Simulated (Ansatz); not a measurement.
# AlFH3N: the cost of one run

Method: RKS B3LYP/def2-SVP, in Ansatz 0.2.0.

## Step 1: The starting structure

Bond lengths: Al1–F2 1.890 Å, Al1–H3 1.760 Å, Al1–N4 1.920 Å, N4–H5 1.060 Å, N4–H6 1.060 Å. Angles: F2–Al1–H3 40.8°, F2–Al1–N4 160.4°, H3–Al1–N4 158.9°, Al1–N4–H5 120.0°, Al1–N4–H6 120.0°, H5–N4–H6 120.0°.

Structure file:

```xyz
6

Al    0.0000    0.0000    0.0000
F     1.2241    0.0000    1.4400
H     1.7390    0.0000    0.2708
N    -1.6627    0.0000   -0.9600
H    -2.3316   -0.8164   -0.8614
H    -1.9118    0.8164   -1.5886
```

## Step 2: Pulling towards end A

Springs on the bonds that form and break draw the guess towards this end; the thresholds are loose.

File input.yaml:

```yaml
crystal:
  periodic: [false, false, false]
  atoms:
    - { symbol: Al, position_ang: [0.0, 0.0, 0.0] }
    - { symbol: F, position_ang: [1.2241, 0.0, 1.44] }
    - { symbol: H, position_ang: [1.739, 0.0, 0.2708] }
    - { symbol: "N", position_ang: [-1.6627, 0.0, -0.96] }
    - { symbol: H, position_ang: [-2.3316, -0.8164, -0.8614] }
    - { symbol: H, position_ang: [-1.9118, 0.8164, -1.5886] }
basis:
  gaussian: { orbitals: def2-SVP }
hamiltonian:
  xc: b3lyp
relax:
  f_tol: 0.15
  max_steps: 25
  restrain:
    - { distance: [1, 2], at: 2.12, k: 30.0 }
    - { distance: [0, 1], at: 1.69, k: 30.0 }
    - { distance: [0, 2], at: 1.56, k: 30.0 }
output:
  orbitals: {}
```

On the command line:

```sh
$ ansatz run input.yaml --threads 1 --pin off --max-ram 2048MiB --backend cpu --events-out ev --progress --plain --runs-dir out
```

Q: Estimate wall time and peak memory on 1 thread of Arm Neoverse V2, shared host.

About 17 s, with a peak of 0.12 GiB.
